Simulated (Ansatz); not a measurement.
SnO₂, singlet: from triple and quadruple zeta to the limit

```yaml
atoms:
  - { symbol: Sn, position_ang: [0.0000, 0.0000, 0.0000] }
  - { symbol: O, position_ang: [0.0000, 0.0000, -1.7987] }
  - { symbol: O, position_ang: [0.0000, 0.0000, 1.7987] }
```

Connectivity, by distances: O–Sn–O.

Ansatz 0.2.0, RHF determinant, valence electrons correlated, core potentials past Kr. Energies in eV.

| set | X | functions | Hartree–Fock | MP2 correlation | CCSD(T) correlation | time |
| --- | --- | --- | --- | --- | --- | --- |
| def2-TZVPP | 3 | 112 | -9878.3524 | -16.4171 | -16.6717 | 14 s on 1 × NVIDIA H100 80GB HBM3 with 1 thread of AMD EPYC 7R13 Processor (Zen 3), on a shared host |
| def2-QZVPP | 4 | 196 | -9878.6330 | -17.6440 | -17.8199 | 18 s on 1 × NVIDIA H100 80GB HBM3 with 1 thread of AMD EPYC 7R13 Processor (Zen 3), on a shared host |

Hartree–Fock is taken to follow E(X) = E∞ + A·exp(−7.88·√X), correlation E(X) = E∞ + B·X^−2.97.

Cautions: no spin-orbit coupling; inner d shell frozen; higher spins were not checked; raised T1 diagnostic; restricted determinant unstable towards unrestricted.

Question: Work out the CCSD(T) energy at the limit, and how far the shortcut misses it that extrapolates MP2 and adds CCSD(T) minus MP2 from the smaller set.

Answer: Hartree–Fock: E∞ = E4 + 0.1377·(E4 − E3) = -9878.6716. Correlation: E∞ = E4 + 0.7407·(E4 − E3) = -18.6704 for CCSD(T) and -18.5527 for MP2. The limit is -9897.3420 eV, 0.889 eV below def2-QZVPP. The shortcut gives a correlation energy of -18.5527 + (-0.2546) = -18.8073, 137 meV lower than the direct value.

The exponents were fitted on light atoms, and def2 sets of heavy atoms don't grow evenly, so the limit is rough here.
